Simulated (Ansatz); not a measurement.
Base system: W in the bcc (W type) structure (space group Im-3m, No. 229; a = 3.154 Å).

Method: PBEsol (Ansatz, a first-principles code; PAW; 420 eV plane waves; no SOC).

It is then changed as follows: every W is replaced by Mo; the structure is relaxed again.

Measured lattice parameter a: W 3.16 Å (static lattice; corrected from measurement; as listed in Daniel Mejia-Rodriguez, S. B. Trickey, Phys. Rev. B (2018)); Mo 3.141 Å (static lattice; corrected from measurement; as listed in Daniel Mejia-Rodriguez, S. B. Trickey, Phys. Rev. B (2018)).

**Question.** How well does PBEsol reproduce the measured shift?

**Answer.** With PBEsol the lattice parameter a moves by -0.025 Å (3.154 → 3.130) against -0.019 Å measured.

Stability against distortions was not tested. All final runs are without spin polarisation.
